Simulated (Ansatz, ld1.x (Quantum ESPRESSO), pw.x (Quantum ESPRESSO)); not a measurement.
**pw.x on bcc C: one setting changed**

Potential: norm-conserving Troullier–Martins (Kleinman–Bylander form), ld1.x (Quantum ESPRESSO) 7.5, LDA (PW92); core [He], reference 2s2 2p2; waves: 2s (bound): rc 1.30 bohr; 2p (bound): rc 2.25 bohr; 3d channel at 0.25 Ry: rc 2.20 bohr; local part: all-electron potential smoothed inside 1.05 bohr (lloc = -1); core correction: Bessel-smoothed model core inside 0.95 bohr.

The reference run (k-mesh 18³, cutoffs 100/400 Ry, Fermi–Dirac 0.01 Ry, mixing_beta 0.4, conv_thr 1e-9, no spin) gives 5.37 GPa at 6.194 Å³/atom, where all-electron LAPW gives 4.60 GPa. This run, with its own iteration cap, changes nspin = 2 with starting_magnetization to 0.2.

```
&control
  calculation='scf', prefix='x', pseudo_dir='./', outdir='./tmp', tstress=.true., disk_io='none'
/
&system
  ibrav=0, nat=1, ntyp=1, ecutwfc=100, ecutrho=400, nbnd=9,
  occupations='smearing', smearing='fd', degauss=0.01, nspin=2, starting_magnetization(1)=0.2
/
&electrons
  conv_thr=1e-09, mixing_beta=0.4, electron_maxstep=60
/
ATOMIC_SPECIES
C 1.0 C.UPF
CELL_PARAMETERS angstrom
  -1.15692109 1.15692109 1.15692109
  1.15692109 -1.15692109 1.15692109
  1.15692109 1.15692109 -1.15692109
ATOMIC_POSITIONS crystal
C 0.0000 0.0000 0.0000
K_POINTS automatic
18 18 18 0 0 0
```

```bash
pw.x < C.scf.in > C.scf.out
```

How does the run end?

It converges in 8 iterations; the free energy moves by +0.0 meV/atom and the pressure by +0.00 GPa. The result is that of the reference run.

```
Message from routine setup:
     using ibrav=0 with symmetry is DISCOURAGED, use correct ibrav instead
     lattice parameter (alat)  =       3.7867  a.u.
     unit-cell volume          =      41.7992 (a.u.)^3
     number of electrons       =         4.00
     number of Kohn-Sham states=            9
     kinetic-energy cutoff     =     100.0000  Ry
     charge density cutoff     =     400.0000  Ry
     scf convergence threshold =      1.0E-09
     Exchange-correlation= PW
     atomic species   magnetization
     number of k points=   195  Fermi-Dirac smearing, width (Ry)=  0.0100
     iteration #  1     ecut=   100.00 Ry     beta= 0.40
     total energy              =     -11.24072841 Ry
     estimated scf accuracy    <       0.00343371 Ry
     total magnetization       =     0.24 Bohr mag/cell
     absolute magnetization    =     0.24 Bohr mag/cell
     iteration #  2     ecut=   100.00 Ry     beta= 0.40
     total energy              =     -11.24552474 Ry
     estimated scf accuracy    <       0.00172049 Ry
     total magnetization       =     0.17 Bohr mag/cell
     absolute magnetization    =     0.17 Bohr mag/cell
     iteration #  3     ecut=   100.00 Ry     beta= 0.40
     total energy              =     -11.24803638 Ry
     estimated scf accuracy    <       0.00005934 Ry
     total magnetization       =     0.02 Bohr mag/cell
     absolute magnetization    =     0.02 Bohr mag/cell
     [... 2 iterations left out ...]
     iteration #  6     ecut=   100.00 Ry     beta= 0.40
     total energy              =     -11.24808366 Ry
     estimated scf accuracy    <          7.1E-09 Ry
     total magnetization       =    -0.00 Bohr mag/cell
     absolute magnetization    =     0.00 Bohr mag/cell
     iteration #  7     ecut=   100.00 Ry     beta= 0.40
     total energy              =     -11.24808366 Ry
     estimated scf accuracy    <          1.2E-09 Ry
     total magnetization       =    -0.00 Bohr mag/cell
     absolute magnetization    =     0.00 Bohr mag/cell
     iteration #  8     ecut=   100.00 Ry     beta= 0.40
     the Fermi energy is    12.7874 ev
!    total energy              =     -11.24808366 Ry
     estimated scf accuracy    <          2.0E-13 Ry
     smearing contrib. (-TS)   =      -0.00157015 Ry
     The total energy is F=E-TS. E is the sum of the following terms:
     one-electron contribution =       5.33946125 Ry
     hartree contribution      =       0.26751903 Ry
     xc contribution           =      -3.53677289 Ry
     ewald contribution        =     -13.31672090 Ry
     total magnetization       =    -0.00 Bohr mag/cell
     absolute magnetization    =     0.00 Bohr mag/cell
     convergence has been achieved in   8 iterations
          total   stress  (Ry/bohr**3)                   (kbar)     P=       53.72
     Message from routine punch:
     Nothing written, as per user request (disk_io='none')
```

The run took about 26 s on one core of a shared host (Neoverse-V1, 32 threads, 247 GiB, load 25).
